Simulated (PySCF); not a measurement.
Molecule: 1,1,1,2-tetrafluoroethane (FCC(F)(F)F, C2H2F4).

Bonds (- single, = double, # triple, : aromatic): F1-C2 1.357 Å, C2-C3 1.514 Å, C3-F4 1.330 Å, C3-F5 1.331 Å, C3-F6 1.336 Å. C2 carries H7, H8.

Spin–spin couplings on one PBE0-D3(BJ)/def2-SVP geometry, PySCF 2.14, gas phase, non-relativistic, equivalent pairs averaged; isotopes 19F, 1H; functional B3LYP.

Reference values (Hz): 2J(F1,H7) = 45.9 (measured; solution; Gryff-Keller and Szczecinski, RSC Adv. 2016, 6, 82783); 3J(F4,H7) = 7.9 (measured; solution; Gryff-Keller and Szczecinski, RSC Adv. 2016, 6, 82783); 3J(F4,F1) = -16.1 (measured; solution; Gryff-Keller and Szczecinski, RSC Adv. 2016, 6, 82783).

Problem. How do the couplings (Hz) change with the basis set? Times are CPU seconds on shared hosts with different chips, so compare them loosely. Far from the basis limit: pcJ-0, 6-31G*, def2-TZVP, cc-pVTZ.

Solution. 
```
    basis set  functions  2J(F1,H7)  3J(F4,H7)  3J(F4,F1)  mean abs. error  core-s
        pcJ-0         84       36.9        8.9      -24.8              6.2       7
       6-31G*         88       49.2        6.4      -15.6              1.8     8.5
        pcJ-1        182       53.0        8.7      -24.1              5.3      28
    def2-TZVP        198       47.6        6.5      -26.1              4.4      26
      cc-pVTZ        208       37.6        5.1      -24.1              6.4      28
aug-cc-pVTZ-J        316       54.1        7.9      -22.6              4.9      51
```

Errors compare magnitudes, without vibrational corrections, and the largest couplings weigh most in the mean. Closest: 6-31G*; furthest: cc-pVTZ.

The Fermi-contact term samples the wavefunction at the nucleus, which is why sets with added tight s functions (names with J) are made for couplings. Agreement of an ordinary basis with the reference is then largely a cancellation of errors.
